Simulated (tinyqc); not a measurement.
Inside a calculation. Method: Hueckel theory of the pi electrons, for the molecule C=C[CH2+] (SMILES; centres numbered as the heavy atoms are written). One step of it, computed by the program tinyqc.

Question. Orbitals. Diagonalise; E = alpha + x beta with beta < 0, so the largest x are filled first; degenerate levels share their electrons. P = sum n_i c_ri c_si; each orbital has its largest coefficient positive (the first on a tie).

Hueckel matrix in units of beta (H = alpha + beta A), lower triangle:
```
          1C        2C        3C
1C  0.000000
2C  1.000000  0.000000
3C  0.000000  1.000000  0.000000
```

pi electrons, sum of z_r less the charge = 2

Give: x values; occupations; coefficients; charge and bond-order matrix P.

Answer.

x values: 1.4142  0.0000  -1.4142

occupations: 2.0000  0.0000  0.0000

coefficients:
```
       MO1      MO2      MO3
1C  0.5000   0.7071  -0.5000
2C  0.7071   0.0000   0.7071
3C  0.5000  -0.7071  -0.5000
```

charge and bond-order matrix P, lower triangle:
```
        1C      2C      3C
1C  0.5000
2C  0.7071  1.0000
3C  0.5000  0.7071  0.5000
```
